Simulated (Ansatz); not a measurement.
# HO+ (singlet): from Hartree-Fock to the top rungs at distance O1–H2 = 0.916 Å, aug-cc-pVTZ

How much of the correlation energy of HO+ (singlet) does each wave-function method recover here?

Method: aug-cc-pVTZ, core rule «outside noble gas», up to 1 orbitals frozen; program: Ansatz 0.2.0, Gaussian basis.

The runs, in order: UHF; CCSD(T) on RHF; CCSD(T) on UHF; BCCD(T) on RHF; CISD; CCSDT(Q) on RHF; CCSDT(Q) on UHF; CCSDTQ on RHF; CASSCF and MRCISD+Q, 2 electrons in 2 orbitals; CASSCF and NEVPT2, 2 electrons in 2 orbitals; CASSCF and MRCISD+Q, 6 electrons in 5 orbitals; CASSCF and NEVPT2, 6 electrons in 5 orbitals; Full CI; Full CI in the symmetry of the determinant.

2 further runs of the same task are left out: 2 for a known fault of the program.

## (1) The system

The geometry derives from a PBE0/def2-TZVP stationary point (not a proven minimum). One bond is set to the value named and the two fragments are kept rigid.

2 atoms, charge 1, spin multiplicity 1.

Atoms are counted from 1 here; the program's logs count them from 0.

Bond lengths: O1–H2 0.916 Å.

Coordinates:

```
atom   x (Å)   y (Å)   z (Å)
  O1  0.0000  0.0000  0.0000
  H2  0.0000  0.0000  0.9160
```

## (2) UHF

Contents of in.yaml:

```yaml
crystal:
  periodic: [false, false, false]
  atoms:
    - {symbol: O, position_ang: [0.000000, 0.000000, 0.000000]}
    - {symbol: H, position_ang: [0.000000, 0.000000, 0.916000]}
basis:
  gaussian: {orbitals: aug-cc-pVTZ}
total_charge: 1
magnetization: {spin_polarized: true, initial_magnetization: 0}
hamiltonian: {xc: hf}
output: {orbitals: {seedname: orbitals}}
```

Launch:

```bash
$ ansatz run in.yaml --threads 1 --pin off --events-out ev --progress --plain --max-ram 2764MiB --backend cpu
```

Further steps of the session: CCSD(T) on RHF; CCSD(T) on UHF; BCCD(T) on RHF; CISD; CCSDT(Q) on RHF; CCSDT(Q) on UHF; CCSDTQ on RHF; CASSCF and MRCISD+Q, 2 electrons in 2 orbitals; CASSCF and NEVPT2, 2 electrons in 2 orbitals; CASSCF and MRCISD+Q, 6 electrons in 5 orbitals; CASSCF and NEVPT2, 6 electrons in 5 orbitals; Full CI; Full CI in the symmetry of the determinant.

**Question.** What will the summary of the whole plan be? Wanted: FCI below the RHF energy; RMP2 from FCI; RCCSD from FCI; RCCSD(T) from FCI; RCCSDT(Q) from FCI; NEVPT2 pair from FCI; MRCISD+Q pair from FCI; NEVPT2 valence from FCI; T1 diagnostic.

**Answer**, as computed:

| quantity | value |
| --- | --- |
| FCI below the RHF energy | -6.0009 eV |
| RMP2 from FCI | +1490.9 meV |
| RCCSD from FCI | +588.3 meV |
| RCCSD(T) from FCI | +302.5 meV |
| RCCSDT(Q) from FCI | -9.9 meV |
| NEVPT2 pair from FCI | +476.1 meV |
| MRCISD+Q pair from FCI | +8.7 meV |
| NEVPT2 valence from FCI | +628.3 meV |
| levels within 1 kcal/mol (43 meV) | RCCSDT, RCCSDT(Q), RCCSDTQ, MRCISD+Q pair, MRCISD+Q valence |
| T1 diagnostic | 0.006 |
| effectively unpaired electrons | 2.01 |

RCCSD(T) lands +302.5 meV from the yardstick (5.0 % of the correlation energy). RCCSDT(Q) falls below full CI, which methods that aren't variational can do. The occupations show strong static correlation (2.0 unpaired electrons where one determinant has 0). Of the multireference levels listed MRCISD+Q pair comes nearest in total energy (+8.7 meV), which doesn't show that its space is the better one. These misses are within one basis, not against nature.
